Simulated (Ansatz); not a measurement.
# Cl2Si: the cost of one run

Computed with Ansatz 0.2.0, driven from Python. Level of theory: PBE0+D3(BJ)/def2-SVPD.

### Step 1. Starting point

Bond lengths: Cl1–Si2 2.057 Å, Si2–Cl3 2.057 Å. Angles: Cl1–Si2–Cl3 117.9°.

No structure file is read: the coordinates are typed or built in the script.

### Step 2. Script

Contents of dimer_cl2si.py:

```python
# -*- coding: utf-8 -*-
from dataclasses import dataclass

import ansatz as az


@dataclass(frozen=True)
class Options:
    basis_set: str = "def2-SVPD"
    functional: str = "PBE0"
    vdw: str = "d3bj"


cfg = Options()

FIRST = [
    ("Cl", (0.2102, 1.7581, 0.3094)),
    ("Si", (-0.6205, -0.0084, -0.3401)),
    ("Cl", (0.4104, -1.7496, 0.0307)),
]
SECOND = [
    ("Cl", (-0.6532, -4.1046, 3.5963)),
    ("Si", (0.2429, -2.3304, 3.0658)),
    ("Cl", (0.1416, -0.7658, 4.3976)),
]

def energy(atoms, ghosts=()):
    molecule = az.Crystal.molecule()
    for symbol, xyz in atoms:
        molecule = molecule.atom(symbol, xyz)
    calc = (
        molecule.calculation()
        .basis(gaussian=cfg.basis_set)
        .functional(cfg.functional, dispersion=cfg.vdw)
    )
    deck = calc.input()
    if ghosts:
        deck = deck.set(az.key.basis.gaussian.ghost_atoms, [{"symbol": s, "position_ang": list(xyz)} for s, xyz in ghosts])
    return az.Session.from_dict(deck).plan().execute().report["free_energy_ev"]


def main():
    both = energy(FIRST + SECOND)
    alone = energy(FIRST) + energy(SECOND)
    ghosted = energy(FIRST, SECOND) + energy(SECOND, FIRST)
    print(f"dimer {both:.6f} eV")
    print(f"interaction, uncorrected   {(both - alone):8.3f} eV")
    print(f"interaction, counterpoise  {(both - ghosted):8.3f} eV")
    print(f"basis-set superposition    {(alone - ghosted):8.3f} eV")


if __name__ == "__main__":
    main()
```

### Step 3. The input behind the calls

The package turns the script's settings into the engine's input (first run):

```yaml
crystal:
  periodic: [false, false, false]
  atoms:
    - { symbol: Cl, position_ang: [0.2102, 1.7581, 0.3094] }
    - { symbol: Si, position_ang: [-0.6205, -0.0084, -0.3401] }
    - { symbol: Cl, position_ang: [0.4104, -1.7496, 0.0307] }
    - { symbol: Cl, position_ang: [-0.6532, -4.1046, 3.5963] }
    - { symbol: Si, position_ang: [0.2429, -2.3304, 3.0658] }
    - { symbol: Cl, position_ang: [0.1416, -0.7658, 4.3976] }
basis:
  gaussian:
    orbitals: def2-SVPD
hamiltonian:
  xc: pbe0
  dispersion: d3bj
```

### Step 4. Running it

Started as:

```sh
$ python dimer_cl2si.py
```

**Question.** How long does this script take on 1 thread of Arm Neoverse V1, shared host, and how much memory does it need?

About 26 s, with a peak of 0.49 GiB.
